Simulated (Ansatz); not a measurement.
## Elastic constant C11 of some elemental metals

Method: revPBE (plane waves, PAW; Ansatz, an electronic-structure program). References are measured values at low temperature. The table is a random draw of 6 from 9 solids with such references.

Values in GPa.

| solid | reference | revPBE | error (%) |
|---|---|---|---|
| fcc Al | 114 | 102 | -10.5 |
| hcp Zn | 177¶ | 159 | -10.2 |
| hcp Mg | 63.5¶ | 61.6 | -3.0 |
| bcc Mo | 478¶ | ? | ? |
| fcc Cu | 176¶ | 163 | -7.4 |
| bcc Ta | 266¶ | 254 | -4.5 |

Question: Estimate the withheld revPBE value.

Answer: The errors of the other rows run from -10.5 % to -3.0 %, with a median of -7.4 %; carried to the reference 478 it gives 443 GPa. The run gives 446 GPa (-6.7 %), +0.7 % from the estimate; the row was drawn at random, and such an estimate is rough. Over these 6 solids the mean error is -7.0 %, the mean absolute error 7.0 % (median 7.0 %), and the worst case fcc Al at -10.5 %; the value is below the reference in 6 of 6 cases. Over all 9, from unrounded values, the mean error is -6.7 % and the mean absolute error 6.7 % (median 6.7 %). Caveats on values not shown: shear constants of such metals converge slowly with the k mesh (1).

All these references are low-temperature values that still hold zero-point motion.

Spin–orbit coupling is left out, also for the solids with elements from indium on (bcc Ta); its size isn't shown.

¶ marks references of a special kind: hcp Zn, 177 GPa (measured, 0 K, extrapolated to 0 K; zero-point effects included; as tabulated in Galib et al. (2023), arXiv:2209.08184); hcp Mg, 63.5 GPa (measured, 0 K, extrapolated to 0 K; zero-point effects included; as tabulated in Ibrahim et al. (2023), arXiv:2305.03577); bcc Mo, 478 GPa (measured, 0 K, 300 K values taken to 0 K by the source's computed thermal shift; zero-point effects included; as tabulated in Gong and Corso (2024), arXiv:2406.16634); fcc Cu, 176 GPa (measured, 0 K, extrapolated to 0 K; zero-point effects included; as tabulated in Malica and Corso (2021), arXiv:2109.00459); bcc Ta, 266 GPa (measured, 0 K, extrapolated to 0 K; zero-point effects included; as tabulated in Wang et al. (2022), arXiv:2209.12322).

Differences are worked out from the printed values.

Each level is taken at its own relaxed cell. Caveats: shear constants of such metals converge slowly with the k mesh (bcc Mo, bcc Ta). Ansatz's density-functional and Hartree–Fock values are scalar-relativistic unless marked +SOC, with PAW data made under PBE.

Ansatz's runs of these crystals have no spin polarisation.

Not in this set, of the elemental metals with a reference value in our tables and a result at some level: 15 for a reference at room or unstated temperature; 12 for no value at revPBE (not run, a failed fit, an unstable or unbound cell, or a value held back for tests). These can be a level's best or worst cases. Solids without a released value at any level aren't counted. L1₀ solids are left out, as their cells have other axes than the references. Layered and molecular crystals are counted apart. The metals Ce to Yb are counted apart.

References as tabulated in Li et al. (2021), arXiv:2102.01972; Galib et al. (2023), arXiv:2209.08184; Ibrahim et al. (2023), arXiv:2305.03577; Gong and Corso (2024), arXiv:2406.16634 and others.
